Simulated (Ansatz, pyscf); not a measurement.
HB=O + H atom (H•) → [HB–OH]•, an addition on the doublet surface: none broken, H–O formed. Optimised with ωB97X-D3(BJ)/def2-SVP in PySCF. Wave-function energies: Ansatz (a first-principles code), frozen core, RHF or UHF references. In kcal/mol, from the separated reactants.

| level | barrier | reaction energy |
|---|---|---|
| ωB97X-D3(BJ)/def2-TZVP | 19.65 | -13.04 |
| M06-2X/def2-TZVP | 16.97 | -15.78 |
| CCSD(T)/cc-pV(D+d)Z | 23.12 | -7.54 |
| CCSDT(Q)/cc-pV(D+d)Z | … | … |
| CCSD(T)/cc-pV(T+d)Z | 19.90 | -12.62 |
| CCSD(T)/cc-pV(Q+d)Z | … | -12.71 |

### Question
Some entries are withheld; supply them.

### Answer

- CCSDT(Q)/cc-pV(D+d)Z, barrier: 22.72
- CCSDT(Q)/cc-pV(D+d)Z, reaction energy: -7.29
- CCSD(T)/cc-pV(Q+d)Z, barrier: 19.42

In cc-pV(D+d)Z, going from CCSD(T) to CCSDT(Q) shifts the barrier by -0.39 and the reaction energy by +0.25 kcal/mol. With HF in the quadruple-zeta basis and the correlation energy extrapolated as X⁻³ from X = 3, 4, CCSD(T) gives 19.28 and -12.73; adding the double-zeta shift gives ΔE‡ = 18.89 and ΔE = -12.48 kcal/mol, without core correlation, relativity or geometry relaxation at these levels. [HB–OH]• lies 5.85 kcal/mol over its isomer H₂B–O• (electronic energy, ωB97M-D3(BJ)/def2-TZVP). This is the saddle that the search found; another between the same sides may lie lower.
